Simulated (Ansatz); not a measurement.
**AlF₂ (doublet): the correlation ladder at angle F2–Al1–F3 = 107.5°, cc-pVDZ**

How much of the correlation energy of AlF₂ (doublet) does each wave-function method recover here?

Method: cc-pVDZ, core rule «outside noble gas», up to 7 orbitals frozen; program: Ansatz 0.2.0, Gaussian basis.

To be run: UHF; CCSD(T) on ROHF; CCSD(T) on UHF; BCCD(T) on ROHF; CISD; CCSDT(Q) on ROHF; CCSDT(Q) on UHF; CASSCF and MRCISD+Q, 3 electrons in 3 orbitals; CASSCF and NEVPT2, 3 electrons in 3 orbitals.

32 further runs of the same task are left out: 16 for a known fault of the program, 2 for a mislabelled method, 13 that didn't finish, 1 set aside as unsound or not needed.

### 1 The system

The geometry derives from a PBE0/def2-TZVP stationary point (not a proven minimum). One angle is set to the value named; bond lengths are kept.

3 atoms, charge 0, spin multiplicity 2.

Atoms are counted from 1 here; the program's logs count them from 0.

Bond lengths: Al1–F2 1.647 Å, Al1–F3 1.647 Å. Angles: F2–Al1–F3 107.5°.

### 2 UHF

Input file in.yaml:

```yaml
crystal:
  periodic: [false, false, false]
  atoms:
    - {symbol: Al, position_ang: [0.000000, -0.569325, 0.000000]}
    - {symbol: F, position_ang: [0.000000, 0.404278, -1.327828]}
    - {symbol: F, position_ang: [0.000000, 0.404278, 1.327828]}
basis:
  gaussian: {orbitals: cc-pVDZ}
magnetization: {spin_polarized: true, initial_magnetization: 1}
hamiltonian: {xc: hf}
output: {orbitals: {seedname: orbitals}}
```

Run with:

```sh
$ ansatz run in.yaml --threads 1 --pin off --events-out ev --progress --plain --max-ram 2393MiB
```

After this run come: CCSD(T) on ROHF; CCSD(T) on UHF; BCCD(T) on ROHF; CISD; CCSDT(Q) on ROHF; CCSDT(Q) on UHF; CASSCF and MRCISD+Q, 3 electrons in 3 orbitals; CASSCF and NEVPT2, 3 electrons in 3 orbitals.

**Question.** What will the summary of the whole plan be? Wanted: UCCSDT(Q) below the RHF energy; RMP2 from UCCSDT(Q); UMP2 from UCCSDT(Q); RCCSD from UCCSDT(Q); RCCSD(T) from UCCSDT(Q); UCCSD(T) from UCCSDT(Q); RCCSDT(Q) from UCCSDT(Q); NEVPT2 pair from UCCSDT(Q); MRCISD+Q pair from UCCSDT(Q).

**Answer**, as computed:

```
                         quantity                                                   value
   UCCSDT(Q) below the RHF energy                                             -11.6853 eV
              RMP2 from UCCSDT(Q)                                              +315.3 meV
              UMP2 from UCCSDT(Q)                                              +309.4 meV
             RCCSD from UCCSDT(Q)                                              +218.6 meV
          RCCSD(T) from UCCSDT(Q)                                               +40.4 meV
          UCCSD(T) from UCCSDT(Q)                                               +39.9 meV
         RCCSDT(Q) from UCCSDT(Q)                                                +4.5 meV
       NEVPT2 pair from UCCSDT(Q)                                              +372.8 meV
     MRCISD+Q pair from UCCSDT(Q)                                              +198.9 meV
levels within 1 kcal/mol (43 meV)  RCCSD(T), UCCSD(T), BCCD(T), RCCSDT, UCCSDT, RCCSDT(Q)
                    T1 diagnostic                                                   0.018
```

RCCSD(T) misses by +40.4 meV, 0.3 % of the correlation energy. Of the multireference levels listed MRCISD+Q pair comes nearest in total energy (+198.9 meV), which doesn't show that its space is the better one. These misses are within one basis, not against nature; the frozen cores of restricted and unrestricted runs differ, which can shift their rows.
